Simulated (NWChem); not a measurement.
**BNH3 (SMILES B[NH]): name the method**

BNH3 has 5 atoms, charge 0, and is taken as a doublet. As SMILES, `B[NH]`. The shape is that of a PBE0-D4/def2-TZVP optimisation.

```xyz
5

B    -0.3108   -0.3701   -0.0916
N     0.5312    0.6552   -0.0198
H    -0.4148   -1.1074    0.8625
H    -0.9641   -0.5731   -1.0819
H     1.2084    1.3217    0.2893
```

A calculation with NWChem 7.3.0 gave:

```json
{"total energy": "-80.3935 Eh", "dipole moment": "2.00 D", "HOMO energy": "-11.42 eV", "LUMO energy": "2.97 eV", "⟨S²⟩": "0.778", "largest force": "2.464 eV/Å"}
```

Question: Which of these levels gave the numbers?
A. SVWN5/6-31+G* (spherical functions)
B. CAM-B3LYP/def2-SVP
C. HF/3-21G
D. PBE0/def2-SVP

Answer: C. The others give -80.5835 Eh (SVWN5/6-31+G* (spherical functions)), -81.1837 Eh (PBE0/def2-SVP), -81.2420 Eh (CAM-B3LYP/def2-SVP).
